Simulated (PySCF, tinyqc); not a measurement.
Worked calculation: CCSD on RHF in the sto-6g basis, frozen core, for BH, spin multiplicity 1. The lowest restricted solution is unstable here: a spin-polarised one lies 0.0125 hartree lower (PySCF). Computed by tinyqc, a small Python program that keeps every step (integrals from PySCF). Settings: charge = 0, multiplicity = 1, basis = sto-6g, method = RHF, frozen orbitals = 1, energy threshold = 1e-10, iteration cap = 84, orthogonalisation = symmetric, start = core, DIIS depth = 6, amplitude equations = CCSD, DIIS depth for amplitudes = 6, cap on updates = 71. Command: `OMP_NUM_THREADS=1 python tinyqc.py 21684 21685 out.jsonl` (the two numbers bound the seeds that draw the settings). One thread of a shared host (Intel(R) Xeon(R) Processor @ 2.60GHz), about 0.3 s of CPU time with the checks. The early iterations of the SCF are left out here.

## One-electron integrals

Geometry (angstrom):
```
atom,x,y,z
B,0.000000,0.000000,0.000000
H,0.000000,0.000000,1.222000
```

Basis sto-6g: exponents (1/bohr^2) and contraction coefficients of normalised primitives:
```
element,l (shell),exponent,coefficient
B,s (1),506.011147,0.009164
B,s (1),92.776814,0.049362
B,s (1),25.955658,0.168538
B,s (1),8.916445,0.370563
B,s (1),3.462507,0.416492
B,s (1),1.426054,0.130334
B,s (2),23.194575,-0.013253
B,s (2),4.590810,-0.046992
B,s (2),1.426819,-0.033785
B,s (2),0.548948,0.250242
B,s (2),0.238410,0.595117
B,s (2),0.109280,0.240706
B,p (3),23.194575,0.003760
B,p (3),4.590810,0.037679
B,p (3),1.426819,0.173897
B,p (3),0.548948,0.418036
B,p (3),0.238410,0.425859
B,p (3),0.109280,0.101708
H,s (1),35.523221,0.009164
H,s (1),6.513144,0.049361
H,s (1),1.822143,0.168538
H,s (1),0.625955,0.370563
H,s (1),0.243077,0.416492
H,s (1),0.100112,0.130334
```

Overlap, kinetic and nuclear-attraction integrals over the contracted functions; the nuclear repulsion is the sum of Za Zb / Rab.

nuclear repulsion = 2.16520954 hartree

overlap S:
```
,1B 1s,1B 2s,1B 2px,1B 2py,1B 2pz,2H 1s
1B 1s,1.000000,0.264891,0.000000,0.000000,0.000000,0.064293
1B 2s,0.264891,1.000000,0.000000,0.000000,0.000000,0.459834
1B 2px,0.000000,0.000000,1.000000,0.000000,0.000000,0.000000
1B 2py,0.000000,0.000000,0.000000,1.000000,0.000000,0.000000
1B 2pz,0.000000,0.000000,0.000000,0.000000,1.000000,0.477358
2H 1s,0.064293,0.459834,0.000000,0.000000,0.477358,1.000000
```

kinetic energy T (hartree):
```
,1B 1s,1B 2s,1B 2px,1B 2py,1B 2pz,2H 1s
1B 1s,10.947243,-0.333880,0.000000,0.000000,0.000000,-0.011180
1B 2s,-0.333880,0.374498,0.000000,0.000000,0.000000,0.080400
1B 2px,0.000000,0.000000,1.125026,0.000000,0.000000,0.000000
1B 2py,0.000000,0.000000,0.000000,1.125026,0.000000,0.000000
1B 2pz,0.000000,0.000000,0.000000,0.000000,1.125026,0.215524
2H 1s,-0.011180,0.080400,0.000000,0.000000,0.215524,0.768522
```

nuclear attraction V (hartree):
```
,1B 1s,1B 2s,1B 2px,1B 2py,1B 2pz,2H 1s
1B 1s,-23.824763,-2.858898,0.000000,0.000000,-0.018525,-0.772553
1B 2s,-2.858898,-4.169582,0.000000,0.000000,-0.155795,-1.721063
1B 2px,0.000000,0.000000,-4.130886,0.000000,0.000000,0.000000
1B 2py,0.000000,0.000000,0.000000,-4.130886,0.000000,0.000000
1B 2pz,-0.018525,-0.155795,0.000000,0.000000,-4.246487,-1.723936
2H 1s,-0.772553,-1.721063,0.000000,0.000000,-1.723936,-3.377517
```

core Hamiltonian H = T + V (hartree):
```
,1B 1s,1B 2s,1B 2px,1B 2py,1B 2pz,2H 1s
1B 1s,-12.877519,-3.192778,0.000000,0.000000,-0.018525,-0.783733
1B 2s,-3.192778,-3.795084,0.000000,0.000000,-0.155795,-1.640663
1B 2px,0.000000,0.000000,-3.005860,0.000000,0.000000,0.000000
1B 2py,0.000000,0.000000,0.000000,-3.005860,0.000000,0.000000
1B 2pz,-0.018525,-0.155795,0.000000,0.000000,-3.121460,-1.508411
2H 1s,-0.783733,-1.640663,0.000000,0.000000,-1.508411,-2.608995
```

## Two-electron integrals

Functions are numbered as in S; the eight-fold symmetry (ij|kl) = (ji|kl) = (kl|ij) leaves the list below.

Two-electron integrals (ij|kl) in chemists' order, unique and non-zero (hartree):
```
i,j,k,l,(ij|kl)
1,1,1,1,2.924993
2,1,1,1,0.480756
2,1,2,1,0.099484
2,2,1,1,0.743449
2,2,2,1,0.188967
2,2,2,2,0.544922
3,1,3,1,0.021096
3,2,3,1,0.030854
3,2,3,2,0.120443
3,3,1,1,0.743450
3,3,2,1,0.188967
3,3,2,2,0.544922
3,3,3,3,0.587109
4,1,4,1,0.021096
4,2,4,1,0.030854
4,2,4,2,0.120443
4,3,4,3,0.031641
4,4,1,1,0.743450
4,4,2,1,0.188967
4,4,2,2,0.544922
4,4,3,3,0.523827
4,4,4,4,0.587109
5,1,5,1,0.021096
5,2,5,1,0.030854
5,2,5,2,0.120443
5,3,5,3,0.031641
5,4,5,4,0.031641
5,5,1,1,0.743450
5,5,2,1,0.188967
5,5,2,2,0.544922
5,5,3,3,0.523827
5,5,4,4,0.523827
5,5,5,5,0.587109
6,1,1,1,0.121273
6,1,2,1,0.024288
6,1,2,2,0.045672
6,1,3,3,0.045423
6,1,4,4,0.045423
6,1,5,1,0.001906
6,1,5,2,0.003613
6,1,5,5,0.046171
6,1,6,1,0.006153
6,2,1,1,0.272395
6,2,2,1,0.070303
6,2,2,2,0.220932
6,2,3,3,0.214844
6,2,4,4,0.214844
6,2,5,1,0.008224
6,2,5,2,0.047180
6,2,5,5,0.233109
6,2,6,1,0.018179
6,2,6,2,0.121002
6,3,3,1,0.007616
6,3,3,2,0.033977
6,3,5,3,0.008981
6,3,6,3,0.013808
6,4,4,1,0.007616
6,4,4,2,0.033977
6,4,5,4,0.008981
6,4,6,4,0.013808
6,5,1,1,0.250418
6,5,2,1,0.065586
6,5,2,2,0.217131
6,5,3,3,0.205663
6,5,4,4,0.205663
6,5,5,1,0.014213
6,5,5,2,0.076335
6,5,5,5,0.240068
6,5,6,1,0.017885
6,5,6,2,0.139393
6,5,6,5,0.171026
6,6,1,1,0.426984
6,6,2,1,0.112560
6,6,2,2,0.397721
6,6,3,3,0.374039
6,6,4,4,0.374039
6,6,5,1,0.016571
6,6,5,2,0.123546
6,6,5,5,0.445086
6,6,6,1,0.029896
6,6,6,2,0.274171
6,6,6,5,0.344189
6,6,6,6,0.774999
```

## Orthogonalisation

S = U s U^T; symmetric (Loewdin) form X = U s^(-1/2) U^T, so that X^T S X = 1.

eigenvalues of S: 0.325250  0.798881  1.000000  1.000000  1.165971  1.709898

X:
```
,1B 1s,1B 2s,1B 2px,1B 2py,1B 2pz,2H 1s
1B 1s,1.029080,-0.150235,0.000000,0.000000,-0.011738,0.024809
1B 2s,-0.150235,1.153646,0.000000,0.000000,0.127672,-0.335786
1B 2px,0.000000,0.000000,1.000000,0.000000,0.000000,0.000000
1B 2py,0.000000,0.000000,0.000000,1.000000,0.000000,0.000000
1B 2pz,-0.011738,0.127672,0.000000,0.000000,1.129483,-0.341822
2H 1s,0.024809,-0.335786,0.000000,0.000000,-0.341822,1.250888
```

## Starting guess

The start is the orbitals of the core Hamiltonian; D = 2 C_occ C_occ^T.

D at the start:
```
,1B 1s,1B 2s,1B 2px,1B 2py,1B 2pz,2H 1s
1B 1s,2.157405,-0.606781,0.000000,0.000000,-0.037166,0.061341
1B 2s,-0.606781,2.313963,0.000000,0.000000,0.163976,-0.187029
1B 2px,0.000000,0.000000,0.000000,0.000000,0.000000,0.000000
1B 2py,0.000000,0.000000,0.000000,0.000000,0.000000,0.000000
1B 2pz,-0.037166,0.163976,0.000000,0.000000,2.164918,-0.188758
2H 1s,0.061341,-0.187029,0.000000,0.000000,-0.188758,0.029503
```

## Iteration 6 (converged): orbitals

converged F (hartree):
```
,1B 1s,1B 2s,1B 2px,1B 2py,1B 2pz,2H 1s
1B 1s,-7.434035,-2.080401,0.000000,0.000000,-0.023059,-0.514225
1B 2s,-2.080401,-0.980715,0.000000,0.000000,-0.057682,-0.530904
1B 2px,0.000000,0.000000,0.266870,0.000000,0.000000,0.000000
1B 2py,0.000000,0.000000,0.000000,0.266870,0.000000,0.000000
1B 2pz,-0.023059,-0.057682,0.000000,0.000000,-0.129064,-0.412704
2H 1s,-0.514225,-0.530904,0.000000,0.000000,-0.412704,-0.409800
```

Diagonalise F' = X^T F X, C = X C', fill 3 alpha and 3 beta electrons from the bottom; D = 2 C_occ C_occ^T. Each column has its largest component positive (the first on a tie).

F' = X^T F X (hartree):
```
,1,2,3,4,5,6
1,-7.273518,-1.060367,0.000000,0.000000,-0.041272,-0.069440
2,-1.060367,-0.421472,0.000000,0.000000,0.150934,-0.393511
3,0.000000,0.000000,0.266870,0.000000,0.000000,0.000000
4,0.000000,0.000000,0.000000,0.266870,0.000000,0.000000
5,-0.041272,0.150934,0.000000,0.000000,0.121555,-0.486999
6,-0.069440,-0.393511,0.000000,0.000000,-0.486999,0.017360
```

orbital energies (hartree): MO1 -7.436140, MO2 -0.578066, MO3 -0.246811, MO4 0.266870, MO5 0.266870, MO6 0.704940

coefficients C:
```
,MO1,MO2,MO3,MO4,MO5,MO6
1B 1s,0.995029,-0.197984,-0.192986,0.000000,0.000000,0.125718
1B 2s,0.019528,0.572590,0.786860,0.000000,0.000000,-0.731529
1B 2px,0.000000,0.000000,0.000000,-0.076204,0.997092,0.000000
1B 2py,0.000000,0.000000,0.000000,0.997092,0.076204,0.000000
1B 2pz,0.005621,0.222182,-0.582391,0.000000,0.000000,-1.010167
2H 1s,-0.005420,0.521336,-0.371370,0.000000,0.000000,1.176942
```

D after iteration 6:
```
,1B 1s,1B 2s,1B 2px,1B 2py,1B 2pz,2H 1s
1B 1s,2.133049,-0.491571,0.000000,0.000000,0.147997,-0.073880
1B 2s,-0.491571,1.894777,0.000000,0.000000,-0.661862,0.012379
1B 2px,0.000000,0.000000,0.000000,0.000000,0.000000,0.000000
1B 2py,0.000000,0.000000,0.000000,0.000000,0.000000,0.000000
1B 2pz,0.147997,-0.661862,0.000000,0.000000,0.777151,0.664167
2H 1s,-0.073880,0.012379,0.000000,0.000000,0.664167,0.819473
```

Within a degenerate level the vectors are fixed only up to a rotation; this is one choice.

## Convergence

Stop when the energy changes by less than 1e-10 hartree and every element of the error matrix X^T (F D S - S D F) X is below 3e-06.

Course of the cycle:
```
iteration,E (hartree),change,largest element of the error matrix
1,-24.39134090,-,7.20e-01
2,-24.99527916,-6.04e-01,7.91e-02
3,-25.00161524,-6.34e-03,9.21e-03
4,-25.00173132,-1.16e-04,1.64e-03
5,-25.00173515,-3.84e-06,5.46e-06
6,-25.00173515,-2.44e-11,2.24e-07
```

PySCF RHF in the same basis = -25.00173515 hartree

Converged in 6 iterations.

## Populations, bond orders and dipole

Mulliken: Z minus the diagonal of D S on the atom; Loewdin: the same with S^(1/2) D S^(1/2); Mayer order: 2 sum_s sum (D(s) S)_ij (D(s) S)_ji over the two atoms.

Charges (e):
```
atom,Mulliken,Loewdin
1B,0.137461,0.116783
2H,-0.137461,-0.116783
```

Mayer bond orders:
```
pair,order
2-1,0.981104
```

dipole moment about the origin, x y z (debye): 0.000000  0.000000  0.986505

## Integrals over molecular orbitals

(pq|rs) = sum C_ip C_jq C_kr C_ls (ij|kl), one index at a time.

one-electron integrals over orbitals h = C^T H C (hartree):
```
,1,2,3,4,5,6
1,-12.866867,0.264319,0.249646,0.000000,0.000000,-0.163560
2,0.264319,-3.093503,-0.139771,0.000000,0.000000,0.480122
3,0.249646,-0.139771,-2.945559,0.000000,0.000000,-0.192958
4,0.000000,0.000000,0.000000,-3.005860,0.000000,0.000000
5,0.000000,0.000000,0.000000,0.000000,-3.005860,0.000000
6,-0.163560,0.480122,-0.192958,0.000000,0.000000,-2.492005
```

Two-electron integrals over orbitals (pq|rs), unique and non-zero (hartree); the lowest 1 orbital is frozen and left out:
```
p,q,r,s,(pq|rs)
2,2,2,2,0.585292
3,2,2,2,-0.072737
3,2,3,2,0.064961
3,3,2,2,0.415230
3,3,3,2,0.050707
3,3,3,3,0.569467
4,2,4,2,0.059428
4,3,4,2,0.043127
4,3,4,3,0.063743
4,4,2,2,0.459008
4,4,3,2,0.045205
4,4,3,3,0.506855
4,4,4,4,0.587109
5,2,5,2,0.059428
5,3,5,2,0.043127
5,3,5,3,0.063743
5,4,5,4,0.031641
5,5,2,2,0.459008
5,5,3,2,0.045205
5,5,3,3,0.506855
5,5,4,4,0.523827
5,5,5,5,0.587109
6,2,2,2,0.003092
6,2,3,2,-0.052691
6,2,3,3,-0.035029
6,2,4,4,-0.093135
6,2,5,5,-0.093135
6,2,6,2,0.123370
6,3,2,2,-0.053813
6,3,3,2,0.054685
6,3,3,3,0.075719
6,3,4,4,0.039435
6,3,5,5,0.039435
6,3,6,2,-0.053171
6,3,6,3,0.073473
6,4,4,2,-0.036632
6,4,4,3,-0.014029
6,4,6,4,0.032918
6,5,5,2,-0.036632
6,5,5,3,-0.014029
6,5,6,5,0.032918
6,6,2,2,0.579322
6,6,3,2,-0.062208
6,6,3,3,0.456191
6,6,4,4,0.475715
6,6,5,5,0.475715
6,6,6,2,0.012729
6,6,6,3,-0.042022
6,6,6,6,0.613059
```

## CCSD: starting amplitudes

t_ij^ab = <ij||ab> / (e_i + e_j - e_a - e_b), whose energy is MP2.

Starting amplitudes (spin orbitals 1a, 1b, ...; amplitudes related by a flip of all spins are not repeated):
```
from,to,t
3a 3b,5a 5b,-0.062045
3a 3b,4a 4b,-0.062045
2a 2b,6a 6b,-0.048079
3a 3b,6a 6b,-0.038599
2a 2b,5a 5b,-0.035167
2a 2b,4a 4b,-0.035167
2a 3b,5a 5b,-0.031743
2a 3b,4a 4b,-0.031743
2a 3b,6a 6b,0.023793
```

correlation energy = -0.02886303 hartree

## CCSD: amplitude update 1

t_i^a D_i^a and t_ij^ab D_ij^ab are set to the remaining terms of the spin-orbital equations, evaluated with the old amplitudes; for the doubles these are <ij||ab> + 1/2 <ab||ef> t_ij^ef + 1/2 <mn||ij> t_mn^ab + P(ij)P(ab) <mb||ej> t_im^ae + terms in t^2 + terms with t1, D the orbital-energy denominators.

Amplitudes after update 1 (spin orbitals 1a, 1b, ...; amplitudes related by a flip of all spins are not repeated):
```
from,to,t
3a 3b,5a 5b,-0.100451
3a 3b,4a 4b,-0.100451
2a 2b,6a 6b,-0.062263
2a 3b,5a 5b,-0.051330
2a 3b,4a 4b,-0.051330
3a 3b,6a 6b,-0.047684
2a 2b,5a 5b,-0.046775
2a 2b,4a 4b,-0.046775
2a 3b,6a 6b,0.035035
3a,6a,-0.006213
2a,6a,-0.005182
```

correlation energy = -0.04212804 hartree

## CCSD: amplitude update 2

As before.

Amplitudes after update 2 (spin orbitals 1a, 1b, ...; amplitudes related by a flip of all spins are not repeated):
```
from,to,t
3a 3b,5a 5b,-0.124535
3a 3b,4a 4b,-0.124535
2a 2b,6a 6b,-0.066115
2a 3b,5a 5b,-0.062258
2a 3b,4a 4b,-0.062258
2a 2b,5a 5b,-0.051345
2a 2b,4a 4b,-0.051345
3a 3b,6a 6b,-0.050742
2a 3b,6a 6b,0.040001
3a,6a,-0.011075
2a,6a,-0.008524
```

correlation energy = -0.04884948 hartree

## CCSD: convergence

E_corr = 1/4 sum <ij||ab> t_ij^ab + 1/2 sum <ij||ab> t_i^a t_j^b; stop when the norm of the change is below 1e-8.

Course of the amplitude iterations:
```
update,correlation energy (hartree),norm of the change
0,-0.02886303,-
1,-0.04212804,1.46e-01
2,-0.04884948,8.42e-02
3,-0.05730481,4.96e-02
4,-0.05685352,6.47e-03
5,-0.05711697,2.19e-03
6,-0.05701228,7.04e-04
7,-0.05701689,6.13e-05
8,-0.05701857,1.44e-05
9,-0.05701870,1.60e-06
10,-0.05701869,1.89e-07
11,-0.05701869,1.92e-08
12,-0.05701869,4.18e-09
```

Converged amplitudes (spin orbitals 1a, 1b, ...; amplitudes related by a flip of all spins are not repeated):
```
from,to,t
3a 3b,5a 5b,-0.164675
3a 3b,4a 4b,-0.164675
2a 3b,5a 5b,-0.073941
2a 3b,4a 4b,-0.073941
2a 2b,6a 6b,-0.066771
2a 2b,5a 5b,-0.054474
2a 2b,4a 4b,-0.054474
3a 3b,6a 6b,-0.053065
2a 3b,6a 6b,0.043990
3a,6a,-0.018467
2a,6a,-0.011950
```

CCSD total energy = -25.05875385 hartree

T1 diagnostic, norm of the one-spin t1 over sqrt(correlated electrons) = 0.010998

Converged in 12 updates, with DIIS from the third.
